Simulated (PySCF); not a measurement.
A search over the determinants of F₂

Unrestricted PBE0; F 3-21G; no relativity (PySCF 2.14). Outer shells of the fragments: F 2s2 2p5; F 2s2 2p5.

Followed along the bond (rough minima from three points):

```
2Ms+1  unpaired  ⟨S²⟩ at the start  R at minimum (Å)  Te (eV)
    1      none               0.00              1.44     0.00
    3  σ ↑, π ↑               2.00  none in the scan   ≤ 1.87
```

Solutions found at the starting distance of 1.230 Å, counted from the lowest of them; the search is not exhaustive and high or unbound solutions are not listed, so other states can lie among these:

```json
{"2Ms+1": "1", "unpaired": "none", "term": "¹Σ⁺", "E (eV)": "0.00", "⟨S²⟩": "0.00", "⟨Lz²⟩": "0.00"}
{"2Ms+1": "3", "unpaired": "σ ↑, π ↑", "term": "³Π", "E (eV)": "6.12", "⟨S²⟩": "2.00", "⟨Lz²⟩": "1.00"}
```

A term symbol is given only where ⟨S²⟩ and ⟨Lz²⟩ are close to those of a pure state; real π, δ and φ orbitals otherwise mix terms, and g/u labels are left off.

Counting both spins, an empty level lies below a filled one in some of these solutions, because spin and occupation are held. 3-21G is very small, so such numbers show the basis as much as the molecule.
